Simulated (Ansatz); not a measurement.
Cartesian coordinates (Å):
```xyz
5

C     -0.0353    -0.0353     0.0232
O      1.3119     0.0215    -0.1709
H     -0.3237    -0.0163     1.0836
H     -0.4353     0.8961    -0.4247
H     -0.5175    -0.8660    -0.5112
```
Charge 0, spin multiplicity 2.

The numbers are results of frozen-core CCSD(T)/cc-pVTZ // B3LYP-D3(BJ)/def2-TZVP in Ansatz (a first-principles code), not measurements.

```
Item                           Result
----------------------  -------------
HF energy               -114.46570 Ha
MP2 correlation energy    -0.36852 Ha
```

**Question.** Estimate the CCSD correlation energy, the (T) correction, the total energy and the T1 diagnostic.

**Answer.** 
| Item | Result |
|---|---|
| CCSD correlation energy | -0.39629 Ha |
| (T) correction | -0.01270 Ha |
| CCSD(T) total energy | -114.87469 Ha |
| T1 diagnostic | 0.018 |
